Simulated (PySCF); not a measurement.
CFCl3.
Bonds: F1–C2, C2–Cl3, C2–Cl4, C2–Cl5.

All values: wB97X-D/pcSseg-2 (PySCF, non-relativistic), on one gas-phase PBE0-D3(BJ)/def2-TZVP geometry that isn't relaxed in the solvent. The solvent is an IEF-PCM continuum (cavity from Bondi-type radii × 1.2). The model holds no explicit solvent molecules, cavitation or dispersion.

Gas phase at wB97X-D/pcSseg-2: HOMO -11.10 eV, LUMO 0.64 eV, dipole 0.37 D.

Problem. What does the continuum do to the energy, the frontier levels and the dipole at wB97X-D/pcSseg-2 in chloroform?

Solution. 
```csv
solvent,ε,E(solvent) − E(gas) (kcal/mol),polarisation term (kcal/mol),distortion of the solute (kcal/mol),HOMO (eV),LUMO (eV),dipole (D)
chloroform,4.711,-0.57,-0.58,0.01,-11.02,0.74,0.42
```

Polarisation term: ½ Σ q·V over the induced surface charges. Distortion: the rise of the solute's own energy as its density leaves the gas-phase optimum.

wB97X-D is run here without its empirical dispersion term; that term would change no orbital, density or response property at a fixed geometry.
